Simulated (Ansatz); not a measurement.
The parent structure is Si in the diamond structure (space group Fd-3m, No. 227; a = 5.4338 Å).

Method: plane-wave PAW DFT at the PBEsol level (Ansatz, a quantum-chemistry and plane-wave program, 420 eV), no spin-orbit coupling.

The change: Ge takes the place of Si on all its sites, then cell and atoms are relaxed.

Measured lattice parameter a: Si 5.421 Å (static lattice; corrected from measurement; as listed in Daniel Mejia-Rodriguez, S. B. Trickey, Phys. Rev. B (2018)); Ge 5.644 Å (static lattice; corrected from measurement; as listed in Daniel Mejia-Rodriguez, S. B. Trickey, Phys. Rev. B (2018)).

### Question
How well does PBEsol reproduce the measured shift?

### Answer
With PBEsol the lattice parameter a moves by +0.242 Å (5.434 → 5.676) against +0.223 Å measured.

Whether these cells are dynamically stable was not tested.
